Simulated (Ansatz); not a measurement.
**HSi–NH2, singlet in cc-pVDZ: errors against RCCSDT(Q)**

Geometry: a point of a stretch scan, not a stationary point.

```xyz
5

Si    0.0000   -0.0779    0.6251
N     0.0000    0.0526   -1.0770
H     0.0000    1.2930    0.8295
H     0.0000    0.9084   -1.6096
H     0.0000   -0.7624   -1.6705
```

Basis cc-pVDZ; Ansatz 0.2.0. Correlated methods freeze the noble-gas cores, which leaves 12 electrons in 41 orbitals. Prefix R: restricted or restricted open-shell reference. Active spaces: pair = (2e, 2o) about the gap.

Full CI isn't at hand for all of this; RCCSDT(Q) serves as the reference, and is uncertain by about the last step of the cluster series.

The UHF ⟨S²⟩ is 0.000, the T1 diagnostic (RCCSD) is 0.0174 and the largest doubles amplitude (RCCSD) is 0.083.

```csv
level,E − E(RCCSDT(Q)) (meV),share of correlation (%),wall time
RHF,8161,0.00,–
RMP2,1061,87.00,–
CISD,936,88.53,0.96 s
RCCSD,258,96.84,–
RCCSD(T),40,99.51,1.3 s
BCCD(T),39,99.53,0.63 s
RCCSDT,20,99.75,–
CASSCF (pair space),7690,5.76,–
NEVPT2 (pair space),1097,86.56,0.6 s
MRCISD (pair space),817,89.98,–
MRCISD+Q (pair space),141,98.28,0.9 s
```

The correlation energy at RCCSDT(Q), counted from RHF, is -8.161 eV. That run took 8.5 s on 1 thread of Arm Neoverse V1, shared host.

Times hold each run's SCF and search for its determinant on a shared host, so for small cases they say little of a method's own cost; they ran on 1 thread of Arm Neoverse V1.
